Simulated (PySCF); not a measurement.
BFH5P.
InChI=1S/BFH5P/c2-1-3/h1H2,3H3

The closed-shell ground state was solved at several levels (PySCF, density fitting, gas phase, non-relativistic). Geometry: PBE0-D3(BJ)/def2-SVP; no solvent, vibrations or thermal averaging.

| level | basis functions | total energy (Eh) | HOMO (eV) | LUMO (eV) | gap (eV) | dipole (D) |
| --- | --- | --- | --- | --- | --- | --- |
| PBE0/pcSseg-1 | 83 | -468.7787 | -8.05 | -0.06 | 7.99 | 4.76 |
| wB97X-D/pcSseg-2 | 185 | -469.1105 | -10.04 | 1.52 | 11.56 | 4.68 |

Question: Estimate the row for B3LYP/def2-SVPD, a basis of 107 functions; the other rows only guide the guess.

Answer: Total energy -468.9083 Eh, HOMO -7.96 eV, LUMO -0.42 eV, gap 7.54 eV, dipole 4.58 D.

Question: Over all these levels, which gives the widest orbital gap and which the narrowest?

Answer: wB97X-D/pcSseg-2 (range-separated hybrid) has the widest, 11.56 eV, and B3LYP/def2-SVPD (global hybrid, 20 % exact exchange) the narrowest, 7.54 eV. Functional and basis both differ between the two, so the spread mixes both effects.

Question: How far do the dipole and the HOMO energy spread over the levels?

Answer: The dipole runs from 4.58 to 4.76 D (mean 4.68 D) and the HOMO from -10.04 to -7.96 eV.

The pairwise dispersion term of wB97X-D wasn't added to the energies; at a given geometry it leaves orbitals and properties as they are.
